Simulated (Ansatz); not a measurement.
# AlSiH (singlet): wave-function methods side by side at a displaced geometry (v2), cc-pVTZ

One table from this session's results is given with a row withheld; the runs are named, their logs left out.

Computed with Ansatz 0.2.0, Gaussian basis. Level: cc-pVTZ, core rule «outside noble gas», up to 10 orbitals frozen.

Plan: UHF; CCSD(T) on RHF; CCSD(T) on UHF; BCCD(T) on RHF; CCSDT(Q) on RHF.

15 further runs of the same task are left out: 3 for a known fault of the program, 6 that didn't finish, 6 set aside as unsound or not needed. Runs told in other sessions of the task aren't counted.

## The system

The geometry is a PBE0/def2-TZVP stationary point (not a proven minimum) with its atoms shifted at random (size 0.100 Å).

3 atoms, charge 0, spin multiplicity 1.

Atoms are counted from 1 here; the program's logs count them from 0.

Bond lengths: Si1–Al2 2.640 Å, Si1–H3 1.523 Å. Angles: Al2–Si1–H3 77.8°.

Set-up of the first run:

File in.yaml:

```yaml
crystal:
  periodic: [false, false, false]
  atoms:
    - {symbol: Si, position_ang: [0.080919, -0.069607, 1.272070]}
    - {symbol: Al, position_ang: [-0.083955, 0.019133, -1.361637]}
    - {symbol: H, position_ang: [-0.007335, 1.427366, 1.004373]}
basis:
  gaussian: {orbitals: cc-pVTZ}
magnetization: {spin_polarized: true, initial_magnetization: 0}
hamiltonian: {xc: hf}
output: {orbitals: {seedname: orbitals}}
```

Command:

```bash
$ ansatz run in.yaml --threads 1 --pin off --events-out ev --progress --plain --max-ram 2393MiB
```

Steps of the session up to this table: UHF; CCSD(T) on RHF; CCSD(T) on UHF; BCCD(T) on RHF; CCSDT(Q) on RHF.

One table of the session follows, with a row left open; its other results are not shown here.

```
   method  from RCCSDT(Q) (meV)
      RHF               +5420.7
      UHF               +4672.8
     RMP2               +1313.1
     UMP2               +1152.0
    RCCSD                +287.3
    UCCSD                 +88.4
 RCCSD(T)                 +71.9
 UCCSD(T)                -129.9
  BCCD(T)                 +71.4
   RCCSDT                     ?
RCCSDT(Q)                     0
```

Q: Estimate the row for RCCSDT from the others.

**Answer.** from RCCSDT(Q) (meV): +21.9. In the column «from RCCSDT(Q) (meV)» it lies between RCCSDT(Q) (0) and BCCD(T) (+71.4).

The program flags UCCSD(T) as in doubt (see the logs), so read those rows with care; the flags are large difference.

Limits of these values: The determinant of HF (⟨S²⟩ 1.16) is far from a pure spin state, so its energy mixes those of several spin states; that is harmless only where they are near-degenerate. The determinant of CCSD(T) (⟨S²⟩ 1.16) is far from a pure spin state, so its energy mixes those of several spin states; high orders of coupled cluster remove much of that, low ones don't. The program flags UCCSD(T) as in doubt, so read those rows with care; the flags are large difference. Warnings: restricted reference is unstable; spin contamination. Restricted and unrestricted rows rest on different reference determinants; a gap between their highest levels can come from leftover correlation error, from unlike frozen cores or from another state.
